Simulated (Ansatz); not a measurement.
Results of PBE0-D3(BJ) (PAW; Ansatz, an electronic-structure program) for hcp Cd.

Settings: plane-wave cutoff 460 eV, 12×12×6 k mesh (along the axes of the cell as run), Fermi–Dirac smearing 0.05 eV, scalar-relativistic PAW data made under PBE.

Computed at the level's own relaxed cell.

Q: What does this level give for the lattice constant a and lattice parameter c?

A: 
- lattice constant a = 2.924 Å
- lattice parameter c = 5.664 Å

Measured, for comparison: lattice constant a 2.979 Å, lattice parameter c 5.617 Å (293 K, no zero-point or thermal correction; as tabulated in Wikipedia's data pages). Computed (rounded) less measured: lattice constant a -1.8 %, lattice parameter c +0.8 %. A static lattice is as a rule a little smaller and stiffer than an uncorrected measurement, which narrows the difference in the lattice constant a and would widen misses of the other sign.
